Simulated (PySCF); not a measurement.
Level of theory: r2SCAN-D4/def2-TZVP (PySCF). All species are isolated molecules in the gas phase. 

Reference species (SMILES): `Cl[Si](Cl)(Cl)Cl` (neutral, multiplicity 1).

```json
{
  "S1 oscillator strength": "0.000",
  "LUMO": "-1.26 eV"
}
```

Changed species: `Cl[Si](Cl)(S)Cl` (1 of 4 Cl replaced by SH; the reference has 0 of 4 Cl replaced by SH).

Q: Give the shifts of the S1 oscillator strength and LUMO.

A: the S1 oscillator strength hardly moves; the LUMO decreases by 0.04 eV, to -1.30 eV.
